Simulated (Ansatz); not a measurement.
**H₂S + SiH₂F radical: a complex and its separated parts**

Aim: how far the complex at one end of a reaction step lies below its separated, relaxed parts, level by level.

Computed with Ansatz 0.2.0, Gaussian basis. Level: PBE0-D4/def2-TZVP structures, single points in def2-TZVPP, no counterpoise correction.

Levels: SPW92, PBE-D4, BLYP-D4, r2SCAN-D4, B97M-V, PBE0-D4, B3LYP-D4, r2SCAN0-D4, BHLYP-D4, CAM-B3LYP-D4, wB97X-V, wB97M-V, B2PLYP, PBE-QIDH, RPA on PBE, Hartree-Fock, MP2, CCSD, CCSD(T).

Cores are frozen in the correlated methods. Orbitals are unrestricted. B3LYP uses VWN-RPA correlation. B2PLYP carries no dispersion term here.

21 further runs of the same task are left out: 21 set aside as unsound or not needed.

### 1 Where the work starts

The complex: 7 atoms, charge 0, spin multiplicity 2.

Atoms are counted from 1 here; the program's logs count them from 0.

Bond lengths: H1–S4 1.342 Å, Si2–F3 1.612 Å, Si2–H5 1.494 Å, Si2–H6 1.489 Å, S4–H7 1.342 Å. Angles: F3–Si2–H5 105.9°, F3–Si2–H6 108.0°, H5–Si2–H6 110.4°, H1–S4–H7 92.4°.

Coordinates:

```
H    -2.4323   -0.2947   -0.4450
Si    0.9601   -0.2724    0.8855
F     0.7211    1.2571    0.4364
S    -1.5258   -0.4137   -1.4268
H     1.7855   -0.2094    2.1295
H     1.7108   -0.9587   -0.2014
H    -1.2194    0.8919   -1.3782
```

Its parts: H₂S holds atoms 1, 4, 7; SiH₂F radical holds atoms 2, 3, 5, 6. Each part counts its atoms afresh in its own runs.

### 2 Relaxing H₂S alone

relax-a/in.yaml

```yaml
crystal:
  periodic: [false, false, false]
  atoms:
    - {symbol: H, position_ang: [-2.432276, -0.294710, -0.444961]}
    - {symbol: S, position_ang: [-1.525813, -0.413746, -1.426768]}
    - {symbol: H, position_ang: [-1.219437, 0.891892, -1.378189]}
basis:
  gaussian: {orbitals: def2-TZVP}
hamiltonian: {xc: pbe0, dispersion: d4}
relax: {f_tol: 0.005, max_steps: 200}
```

The command line of these runs was not kept.

Further steps of the session: Relaxing SiH₂F radical alone; wB97M-V/def2-TZVPP; CCSD(T)/def2-TZVPP; Vibrations of H₂S; Vibrations of SiH₂F radical.

Q: Predict the outcome of this session. Wanted: complex less parts, CCSD(T)/def2-TZVPP; with zero-point energy; largest T1 diagnostic.

**Answer**, as computed:

| quantity | value |
| --- | --- |
| complex less parts, CCSD(T)/def2-TZVPP | -1.45 kcal/mol |
| with zero-point energy | -0.37 kcal/mol |
| largest T1 diagnostic | 0.014 |

In words: At CCSD(T) the complex lies 1.45 kcal/mol below its parts. PBE-QIDH is the best functional here (-0.23 kcal/mol from CCSD(T)); SPW92 is the worst (-4.00 kcal/mol). Mean unsigned error by rung: LDA 4.00, GGA 1.99, meta-GGA 1.29, hybrid 1.38, range-separated hybrid 0.99, double hybrid 0.31 kcal/mol. PBE-D4 gives a relative energy 2.18 kcal/mol too low, an error of 150 % of the reference. No counterpoise was applied, and triple zeta lacks some correlation, so the CCSD(T) reference has a basis error of its own, and close matches with it are partly luck.
